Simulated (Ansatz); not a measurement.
Relaxation of C2H7 (9 atoms, charge 0, multiplicity 2), to a largest force component of 0.03 eV/Å in at most 50 steps.

These are results of UKS B3LYP-D4/def2-SVP in Ansatz 0.2.0, not measurements.

```xyz
9
Properties=species:S:1:pos:R:3:forces:R:3
H -0.021 -0.243 0.375 0.02 0.23 -0.33
C -0.067 -0.850 1.276 -0.02 -0.28 0.42
C 0.084 1.067 -1.601 0.01 0.04 -0.06
H -0.191 -0.199 2.153 0.00 -0.01 0.00
H -0.920 -1.541 1.210 0.01 0.00 0.01
H 0.863 -1.427 1.378 -0.01 0.00 0.01
H -0.170 1.956 -1.023 0.00 0.01 -0.02
H -0.706 0.457 -2.040 0.00 0.01 -0.01
H 1.129 0.780 -1.729 0.00 0.01 -0.01
```

Where does it end, and by what steps?

It converged. After 6 steps the energy has fallen by 0.022 eV; H8 moved furthest, 0.20 Å.

```tsv
step	energy less start (eV)	largest force component (eV/Å)	accepted
0	0.0000	0.421	yes
1	0.0045	0.342	no
2	-0.0085	0.176	yes
3	-0.0193	0.053	yes
4	-0.0217	0.066	yes
5	-0.0207	0.249	no
6	-0.0223	0.015	yes
```

```xyz
9
Properties=species:S:1:pos:R:3
H -0.027 -0.327 0.497
C -0.074 -0.940 1.410
C 0.093 1.173 -1.760
H -0.198 -0.286 2.285
H -0.928 -1.630 1.345
H 0.856 -1.517 1.513
H -0.162 2.066 -1.188
H -0.697 0.569 -2.207
H 1.137 0.892 -1.896
```

Whether the end is a true minimum wasn't checked by a vibrational analysis.

Time of the run: 4.6 s on 2 threads of Intel(R) Xeon(R) 6975P-C (Granite Rapids) (shared host), peak memory 0.15 GiB.
